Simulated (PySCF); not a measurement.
# trans-1-Chloro-2-Fluoroethane: electronic excitations

What electronic excitations should trans-1-Chloro-2-Fluoroethane (`FCCCl`) show?

Computed with PySCF 2.14.0, with density-fitted response routines of our own, on a single molecule in the gas phase. Atoms are numbered from 0 throughout.

### 1 Starting geometry

8 atoms, charge 0, multiplicity 1; geometry from: GFN2-xTB.

Bonds of the start (Å): F0–C1 1.37, C1–C2 1.52, C2–Cl3 1.78, C1–H4 1.09, C1–H5 1.09, C2–H6 1.09, C2–H7 1.09.

### 2 Excited states and response: wB97X-D/def2-SVPD

What the job is given:

```
{"job": {"kind": "uv", "xc": "wB97X-D", "basis": "def2-SVPD", "nstates": 8, "ntriplets": 3}, "charge": 0, "multiplicity": 1}
F     -1.600141    -0.826752     0.211702
C     -0.738089     0.228449     0.054386
C      0.684139    -0.301237    -0.049282
Cl     1.801856     1.064660    -0.258601
H     -1.036851     0.756877    -0.856519
H     -0.860691     0.878825     0.926319
H      0.790993    -0.958992    -0.912203
H      0.967842    -0.832418     0.859632
```

With the program's defaults for keys left out, this is: TDDFT wB97X-D/def2-SVPD, vertical, gas phase, core orbitals frozen in the response.

What will the session give for the following? lowest singlet (wB97X-D/def2-SVPD); brightest single state of those computed; lowest triplet. Wanted: lowest singlet; brightest single state of those computed; lowest triplet.

As calculated:

```
                                quantity                        value
      lowest singlet (wB97X-D/def2-SVPD)  7.53 eV (165 nm), f = 0.003
brightest single state of those computed  state 4, 8.82 eV, f = 0.046
                          lowest triplet                      6.84 eV
```

**Reading.** The lowest singlet, at 7.53 eV, is HOMO→LUMO 0.86 and is weak; of the 8 states computed, the strongest absorption comes from states 7 to 8 together at 9.64 eV (the last computed, so partners may be missing). The lowest triplet lies 0.69 eV below the lowest singlet (triplets in Tamm-Dancoff, singlets in full TDDFT).
